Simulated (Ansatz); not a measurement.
Relaxed structures of CH3SSi (charge -1), closed shell (PBE0-D4/def2-TZVPD; forces vanish, vibrations not checked; lower isomers may exist, and structures with a doubtful reference or unclear bonds are left out; Å). Ansatz 0.2.0; basis: def2-TZVPPD; cores frozen in the correlated methods.

**Question.** Rank them by CCSD(T) energy, lowest first, and give each one's height above the lowest. Links in brackets join atoms within 1.22 times the sum of their covalent radii (1.1 for two metals). (Judge from chemistry; the value comes from the calculation.)
A.
CH₃SSi ([CH]1[SiH2][S]1), total charge -1
```
6
angstrom
C -0.4309 -0.0710 -0.6184
Si -0.1537 0.5473 1.0653
S 0.2435 -1.4628 0.6416
H -1.3113 0.8731 1.9602
H 0.4470 0.1626 -1.2442
H 1.0093 1.3319 1.6145
```
B.
CH₃SSi ([SiH][CH][SH]), total charge -1
```
6
angstrom
C -0.3975 -0.3657 0.0132
Si -0.4647 1.2755 0.6609
S 0.8482 -1.6001 0.2621
H -1.1119 -0.6602 -0.7585
H 0.1255 -2.6396 0.7462
H 0.7431 1.1914 1.6240
```
C.
CH₃SSi ([CH2]1[SiH][S]1), total charge -1
```
6
angstrom
C -0.2213 -0.1283 -0.5975
Si -0.4598 0.5361 1.1907
S 0.2422 -1.4877 0.5258
H -1.1041 -0.3546 -1.1943
H 0.6083 0.2274 -1.2074
H 0.9346 1.2071 1.2827
```

**Answer.** By the calculation: C (0.000 eV), B (1.339 eV), A (1.410 eV). Heights count from the lowest.

T1 diagnostic: at most 0.018. The restricted Hartree–Fock reference is unstable towards an unrestricted one at one or more of these structures.

For scale, one of the runs: CCSD(T)/def2-TZVPPD, 187 basis functions, launched by `ansatz run in.yaml --threads 2 --pin off --events-out ev --progress --plain --max-ram 4352MiB`. The run took 27 s on 2 CPU threads of an Intel Xeon Platinum 8259CL (shared host), with 1.8 GiB of host memory at its peak.
